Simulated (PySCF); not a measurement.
# C₂H₄Cl radical: open-shell or spin-flip excitations

Aim: compute the open-shell or spin-flip excitations of C₂H₄Cl radical (`C[CH]Cl`).

Programs: PySCF 2.14.0, with routines of our own; each step states its level. All values are computed. Atoms count from 0.

### Step 1. The starting structure

7 atoms, charge 0, multiplicity 2; geometry from: GFN2-xTB.

### Step 2. Open-shell or spin-flip excitations: unrestricted TDDFT CAM-B3LYP/def2-SVPD

Job settings and geometry (Å):

```
{"job": {"kind": "uabs", "xc": "CAM-B3LYP", "basis": "def2-SVPD", "nstates": 10, "tda": false}, "charge": 0, "multiplicity": 2}
C     -0.650714    -0.169979     0.026699
C      0.710146     0.363461    -0.175614
Cl     2.042985    -0.677120    -0.032202
H     -0.893657    -0.284606     1.091055
H     -1.380781     0.511509    -0.405556
H     -0.754679    -1.150481    -0.435815
H      0.930034     1.412121    -0.095645
```

Method: unrestricted TDDFT CAM-B3LYP/def2-SVPD, vertical, gas phase, core orbitals frozen in the response.

Launch:

```
> OMP_NUM_THREADS=1 python excited_run.py task.json out
```

This one command runs all jobs of the session in turn.

The program printed:

```text
coarse grid: 6280 points
cycle   1  E = -538.4533486870  dE =  2.126e-01  |g| = 1.591e-01  |ddm| = 2.204e+00
cycle   2  E = -538.4616025930  dE = -8.254e-03  |g| = 1.311e-01  |ddm| = 3.837e-01
cycle   3  E = -538.4701113910  dE = -8.509e-03  |g| = 2.290e-02  |ddm| = 1.860e-01
cycle   4  E = -538.4704850446  dE = -3.737e-04  |g| = 1.006e-02  |ddm| = 4.836e-02
cycle   5  E = -538.4705602586  dE = -7.521e-05  |g| = 3.120e-03  |ddm| = 1.858e-02
cycle   6  E = -538.4705713132  dE = -1.105e-05  |g| = 1.197e-03  |ddm| = 8.112e-03
cycle   7  E = -538.4705732126  dE = -1.899e-06  |g| = 3.159e-04  |ddm| = 3.391e-03
final grid: 55656 points
cycle   8  E = -538.5336137893  dE = -1.351e-05  |g| = 1.719e-03  |ddm| = 2.175e-02
cycle   9  E = -538.5336139703  dE = -1.809e-07  |g| = 1.624e-03  |ddm| = 4.801e-03
cycle  10  E = -538.5336153092  dE = -1.339e-06  |g| = 1.143e-04  |ddm| = 2.038e-03
cycle  11  E = -538.5336153161  dE = -6.946e-09  |g| = 6.930e-05  |ddm| = 2.249e-04
cycle  12  E = -538.5336153189  dE = -2.714e-09  |g| = 1.033e-05  |ddm| = 1.098e-04
cycle  13  E = -538.5336153190  dE = -1.472e-10  |g| = 4.311e-06  |ddm| = 2.948e-05
converged SCF energy = -538.5336153190

Static polarisability (au): isotropic 39.757, principal 32.962 37.027 49.283

<S^2> of the reference = 0.7549 (exact 0.7500)

Excitations
state   eV       nm        f      <S^2>   main configurations
  1   5.0057    247.7   0.00119   0.800   Ha->L+1a 0.62, Ha->La 0.20
  2   5.3263    232.8   0.00005   0.774   Hb->Lb 0.97
  3   5.5447    223.6   0.00103   0.796   Ha->La 0.69, Ha->L+1a 0.15
  4   6.2364    198.8   0.00675   0.789   Ha->L+2a 0.81
  5   6.3866    194.1   0.06452   0.784   H-1b->Lb 0.91
  6   6.8475    181.1   0.00320   0.816   Ha->L+4a 0.78
  7   6.9637    178.0   0.01565   0.802   Ha->L+3a 0.93
  8   7.3152    169.5   0.00120   0.783   H-2b->Lb 0.91
  9   7.5675    163.8   0.00689   0.828   Ha->L+5a 0.67, Ha->L+6a 0.14
 10   7.6129    162.9   0.00011   2.676   H-1a->L+1a 0.48, Hb->L+2b 0.22
```

It took 13 s on 1 thread of Intel Xeon Platinum 8488C, shared host; peak memory 0.42 GiB.

In short:

| quantity | value |
| --- | --- |
| ⟨S²⟩ | 0.755 |

Löwdin spin populations:

| atom | value (e) |
| --- | --- |
| C0 | 0.06 |
| C1 | 0.69 |
| Cl2 | 0.15 |
| H3 | 0.04 |
| H4 | 0.01 |
| H5 | 0.01 |
| H6 | 0.04 |

With diffuse functions Löwdin's scheme smears the spin, so small populations can have the wrong sign.

Orbitals, density, ELF and potential are computed afterwards from the orbital file.

ELF in a plane through or near 4 of the atoms.

Values, 10 rows by 14 columns:
```
0.00 0.00 0.00 0.00 0.00 0.00 0.00 0.00 0.00 0.00 0.00 0.00 0.00 0.00
0.00 0.00 0.00 0.00 0.00 0.02 0.00 0.00 0.00 0.00 0.00 0.00 0.00 0.00
0.00 0.00 0.00 0.02 0.63 0.93 0.34 0.01 0.01 0.07 0.01 0.00 0.00 0.00
0.00 0.00 0.00 0.03 0.87 1.00 0.83 0.05 0.75 0.96 0.72 0.02 0.00 0.00
0.00 0.02 0.12 0.08 0.20 0.81 0.41 0.63 0.90 0.96 0.69 0.03 0.00 0.00
0.00 0.35 0.74 0.88 0.74 0.80 0.69 0.65 0.22 0.46 0.08 0.01 0.00 0.00
0.00 0.33 0.74 0.53 0.46 0.69 0.09 0.46 0.92 0.73 0.07 0.00 0.00 0.00
0.00 0.04 0.25 0.70 0.89 0.87 0.16 0.07 0.83 0.67 0.05 0.00 0.00 0.00
0.00 0.00 0.01 0.16 0.40 0.44 0.03 0.00 0.01 0.01 0.00 0.00 0.00 0.00
0.00 0.00 0.00 0.00 0.01 0.01 0.00 0.00 0.00 0.00 0.00 0.00 0.00 0.00
```
The map spans 9.1 Å across and 7.7 Å up, centred on the molecule. Atoms in the plane (x, y in Å): C0 (0.7, -0.1), C1 (-0.8, 0.3), Cl2 (-1.9, -1.0), H6 (-1.1, 1.3).

On the surface of density 0.002 e/bohr³ the electrostatic potential runs, from the 1st to the 99th percentile, from -0.56 V near Cl2 to 0.98 V near H6.

The spin density lies nearest to C1 65 %; Cl2 14 %; H6 9 %.

### Step 3. Outcome

```
                                                                                              quantity                        value
lowest and brightest state of nearly pure spin, of 10 (step 2, unrestricted TDDFT CAM-B3LYP/def2-SVPD)  5.01 eV; 6.39 eV, f = 0.065
                                                                 surface potential, 1st and 99th percentile           -0.56 V and 0.98 V
```

States whose ⟨S²⟩ lies well above the reference's are mixtures of spin states, an artefact of the unrestricted response, and are left out of the summary.
